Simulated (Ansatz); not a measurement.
We consider diamond, described by G0W0@HSE06 (plane waves, hard PAW, contour deformation; Ansatz, an electronic-structure program).

The same calculation (at the measured cell, 5.673 Å³/atom) with different numerical settings; throughout: k mesh 4×4×4:

```csv
run,response cutoff (eV),empty bands,quasiparticle gap on the mesh (eV),quasiparticle gap at Γ (eV)
1,100,47,6.082,7.604
2,150,87,6.238,7.724
3,200,134,6.309,7.786
4,250,187,6.349,7.821
5,300,246,6.371,7.839
6,400,379,6.392,7.855
```

In the column quasiparticle gap on the mesh (eV) the first row differs from the last by -0.310 and the next to last by -0.021.

The last row is no converged limit: other settings stay fixed.

Note: GW on a hybrid start was not checked against another program.
